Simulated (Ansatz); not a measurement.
**1T (CdI2-type) PtS2**

The numbers are results of r²SCAN+rVV10 (Ansatz, a program for electronic structure, plane waves, PAW), not measurements.

Cell: relaxed at this level.

* **interlayer binding energy**: 22.2 meV/Å²
* **layer repeat distance**: 5.126 Å
* **gap between the layers**: 2.674 Å

Spin–orbit coupling is not included.

Static lattice: no zero-point or thermal effects.
